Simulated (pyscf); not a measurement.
CuH + H₃Si–SH -> HS–Cu + silane (SiH₄) (four-centre exchange; singlet surface; Cu–H, S–Si broken, Cu–S, H–Si formed). Structures and frequencies: ωB97X-D3(BJ)/def2-SVP in PySCF. Energies in kJ/mol from the separated reactants.

```
level                   barrier  reaction energy
----------------------  -------  ---------------
ωB97X-D3(BJ)/def2-TZVP    -51.4            -46.5
PBE/def2-TZVP               ___            -36.5
B3LYP-D3(BJ)/def2-TZVP      ___              ___
M06-2X/def2-TZVP           12.0            -55.7
ωB97M-D3(BJ)/def2-TZVP    -23.0            -41.0
HF/def2-TZVP              111.8            -69.1
```

Some entries are withheld; supply them.


- PBE/def2-TZVP, barrier: -61.7
- B3LYP-D3(BJ)/def2-TZVP, barrier: -29.6
- B3LYP-D3(BJ)/def2-TZVP, reaction energy: -41.3

On the reactant side the descent ends in an adduct with a Cu–S contact, 119.9 kJ/mol under the separated species and 68.5 kJ/mol under the saddle at ωB97X-D3(BJ)/def2-TZVP. On the product side the descent ends in an adduct with a Cu–Si, Cu–H contact, 96.9 kJ/mol under the separated species and 92.0 kJ/mol under the saddle at ωB97X-D3(BJ)/def2-TZVP. At ωB97X-D3(BJ)/def2-TZVP, PBE, B3LYP-D3(BJ), ωB97M-D3(BJ) the saddle lies under the separated reactants, which points to a path from their complex (located at ωB97X-D3(BJ) alone). At ωB97X-D3(BJ)/def2-TZVP, PBE the saddle lies under the separated products, which points to a path from their complex (located at ωB97X-D3(BJ) alone). What is counted as formed (Cu–S) is already present as a longer contact in the reactant adduct; forming that adduct is a step of its own. What is counted as broken (Cu–H) persists as a longer contact in the product adduct; parting that adduct is a step of its own. One saddle was located; it need not be the lowest between these sides.
